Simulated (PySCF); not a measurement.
Working out the ionisation energy of S

S [Ne] 3s2 3p4 (3P) → S⁺ [Ne] 3s2 3p3 (4S). Calculation: PySCF 2.14, in aug-cc-pV(Q+d)Z (7s6p5d3f2g, 89 functions); the non-relativistic Hamiltonian (point nucleus). Frozen: [Ne]. Energies in hartree (1 hartree = 27.21139 eV):

```json
{"part": "UHF", "S (lower)": "-397.512745", "S⁺ (upper)": "-397.173215"}
{"part": "CCSD correlation", "S (lower)": "-0.150013", "S⁺ (upper)": "-0.114265"}
{"part": "(T)", "S (lower)": "-0.005940", "S⁺ (upper)": "-0.004263"}
```

Q: What does Hartree-Fock give?

A: (-397.173215) − (-397.512745) = 0.339530 hartree = 9.239 eV.

Q: What do CCSD and CCSD(T) give?

A: The CCSD correlation energies differ by 0.035748 hartree = 0.973 eV and the triples by 0.001677 hartree = 0.046 eV, so CCSD gives 10.212 eV and CCSD(T) 10.258 eV.

Measured between the centres of the two terms (NIST): 10.336 eV, so CCSD(T) (valence) is off by -0.078 eV.

What remains against the reference includes basis incompleteness, the frozen core and higher excitations.
